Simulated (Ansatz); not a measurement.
Results of PBEsol in Ansatz (PAW) for 1T (CdI2-type) ZrSe2.

Run with plane-wave cutoff 560 eV, 24×24×12 k mesh (along the axes of the cell as run), perturbation theory, scalar-relativistic PAW data made under PBE.

Computed at the level's own relaxed cell.

```cif
data_Se2Zr
_chemical_formula_sum 'Zr1 Se2'
_space_group_name_H-M_alt 'P 1'
_space_group_IT_number 1
_cell_length_a 3.72921
_cell_length_b 3.72921
_cell_length_c 6.13811
_cell_angle_alpha 90.000
_cell_angle_beta 90.000
_cell_angle_gamma 120.000
loop_
_space_group_symop_operation_xyz
  'x, y, z'
loop_
_atom_site_label
_atom_site_type_symbol
_atom_site_fract_x
_atom_site_fract_y
_atom_site_fract_z
_atom_site_occupancy
Zr1 Zr 0.00000 0.00000 0.00000 1
Se1 Se 0.33333 0.66667 0.25862 1
Se2 Se 0.66667 0.33333 0.74138 1
```

Harmonic phonon frequencies (cm⁻¹; i marks an imaginary mode; at Γ without the LO shift):

```json
[
 {"q point": "Γ", "frequencies": "0 0 0 108 108 144 144 190 247"},
 {"q point": "M", "frequencies": "67 88 101 132 141 165 174 186 254"},
 {"q point": "K", "frequencies": "65 128 128 148 148 172 182 221 221"}
]
```

No imaginary mode appears at these points.

Note: the cell comes from a level without a dispersion term, which matters for the spacing of layers, chains or molecules; the cell has widely spaced layers and the level no dispersion term, so their spacing and the moduli can rest on weak binding.

Ansatz is a quantum-chemistry and plane-wave program.
